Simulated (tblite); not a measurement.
Question: Give a GFN2-xTB geometry of `N(C)(C)C([CH2])=C` [radical]. (Doublet state.)

Answer: 
```
atom  x, y, z in Å
C1     1.4005   -1.3481    0.6101
C2     0.8705   -0.1639    0.1183
C3     1.7200    0.7773   -0.4356
N4    -0.4958    0.0810    0.2727
C5    -1.4350   -0.9582   -0.0839
C6    -0.9966    1.3999   -0.0264
H7     2.4481   -1.5521    0.4999
H8     0.8078   -2.0799    1.1241
H9     2.7786    0.5998   -0.4356
H10    1.3833    1.7028   -0.8591
H11   -1.7625   -0.8631   -1.1294
H12   -0.9901   -1.9399    0.0439
H13   -2.3162   -0.8876    0.5579
H14   -0.3813    2.1476    0.4713
H15   -1.0270    1.6180   -1.1040
H16   -2.0120    1.4752    0.3643
```

Any rigid rotation of these coordinates is as good. Atoms count from 1 in this order. C1 (carbon bonded to C and 2 H) is planar (angles 122.7°, 119.9° and 117.3°, sum 360.0°, 0.01 Å off the plane of its three neighbours). C3 (carbon bonded to C and 2 H) is planar (angles 123.5°, 119.5° and 116.9°, sum 360.0°, 0.01 Å off the plane of its three neighbours). N4 (nitrogen bonded to 3 C) has angles 118.8°, 118.5° and 112.4°, sum 349.7°, 0.27 Å off the plane of its three neighbours. C2 (carbon bonded to 2 C and N) is planar (angles 121.7°, 119.2° and 119.0°, sum 359.9°, 0.03 Å off the plane of its three neighbours).

Bonds between heavy atoms (Å): C1–C2 1.387, C2=C3 1.384, C2–N4 1.397, N4–C5 1.445, N4–C6 1.442.

The geometry is computed with GFN2-xTB (gas phase). This method treats the open shell by occupation alone, without spin polarisation.

Point group: C1 (no symmetry element, even within 0.4 Å). Its GFN2-xTB frequencies are all real (lowest 78 cm⁻¹). Torsions: H–C1–C2–C3 -4° and 175°.

One conformer stands for the species.
